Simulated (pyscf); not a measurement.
PySCF, gas phase, ωB97X-D3(BJ)/def2-SVP geometries. Correlated levels are frozen-core, on RHF or UHF. ΔMP2 is the change of the MP2 total energy from the triple- to the quadruple-zeta basis.

### Question
Estimate the classical barrier height and the reaction energy of Cl–GeH₃ + HCl -> GeH₄ + Cl–Cl at CCSD(T)/def2-TZVPP + ΔMP2(QZVPP). The step runs on the singlet surface, breaks Cl–Ge, Cl–H and forms Ge–H, Cl–Cl; take the separated reactants as zero.

### Answer
ΔE‡ = 477.8 kJ/mol, ΔE = +242.8 kJ/mol. Zero-point energy shifts the barrier by -9.8 kJ/mol. It is a four-centre exchange, with an imaginary mode of 1982i cm⁻¹. From the product side, Cl• + Cl• + GeH₄ lies, by one bond made or cut, 28.1 kJ/mol under this saddle at ωB97M-D3(BJ). The same reactants have a lower exit, to Cl–GeH₂–Cl + H₂ (barrier +152.4 kJ/mol at ωB97M-D3(BJ), against +512.1 kJ/mol here). One saddle was located; it need not be the lowest between these sides. A restricted solution here is unstable towards spin polarisation, so biradical character is likely and single-reference numbers are less safe. The CCSD(T) − MP2 part came from Ansatz, without density fitting, on the same reference. The largest closed-shell T1 diagnostic is 0.053, which may signal static correlation. The frozen core leaves the outer d or s,p core shells of the metals and heavy elements correlated in the MP2 and CC values, and def2-TZVPP describes them poorly, which can shift differences by a few kcal/mol. Elements up to Kr have no core potential and no relativistic terms here.
